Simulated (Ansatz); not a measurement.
A run for Ansatz (an electronic-structure program): R-CCSD(T)/aug-cc-pVDZ on H2O (SMILES O) with ghost functions.

Ansatz 0.2 input:
```yaml
crystal:
  periodic: [false, false, false]
  atoms:
    - {symbol: O, position_ang: [1.99752489, 0.34491229, -0.00089819]}
    - {symbol: H, position_ang: [2.43672889, 0.73306429, -0.76077019]}
    - {symbol: H, position_ang: [2.43540889, 0.74751629, 0.75219181]}
basis:
  gaussian:
    orbitals: aug-cc-pVDZ
    ghost_atoms:
      - {symbol: O, position_ang: [-0.95088611, 0.44249829, -0.00338119]}
      - {symbol: H, position_ang: [0.01338289, 0.41002629, -0.00302719]}
      - {symbol: C, position_ang: [-1.41231511, -0.89295371, 0.00489181]}
      - {symbol: H, position_ang: [-2.49860111, -0.86156671, 0.00402881]}
      - {symbol: H, position_ang: [-1.09029011, -1.45243771, -0.87663719]}
      - {symbol: H, position_ang: [-1.09135211, -1.44113271, 0.89388481]}
magnetization: {spin_polarized: false}
correlation: {method: ccsd_t, electrons: outside_noble_gas}
scf: {lower_state_search: off}
```

The head of its log:

```
WARN ansatz: RAYON_NUM_THREADS=1 ignored (pool sized by the plan → 1); use --threads N
Functional definition: HF
these checks for a lower state are left out or cut short: stability, starts, cluster_reference, orbital_swaps, neighbouring_geometries, increment
integrals: 0.20 GiB planned
973 factors; integrals over basis functions are off by at most 1.2e-3 eV
mean field: 0.18 GiB planned
mean field evaluation 1: about -2067.3269 eV, gradient 3.3e1 eV
mean field evaluation 2: about -2067.3263 eV, gradient 3.3e1 eV
mean field evaluation 4: about -2069.1889 eV, gradient 1.5e0 eV
mean field evaluation 8: about -2069.1965 eV, gradient 5.8e-4 eV
mean field -2069.19652294 eV, -76.0415696663 hartree, gradient 2.0e-6 eV, S^2 0.000000; 0 other end points of the search recorded, 0 dependent functions left out
1 core orbitals not correlated
reference -2069.19652294 eV, -76.0415696663 hartree; 4, 4 occupied and 118, 118 virtual orbitals, 973 factors
```

Problem. Give the final energy of this run.

Solution. -76.2749 hartree (reference determinant -76.0416, T1 diagnostic 0.012).
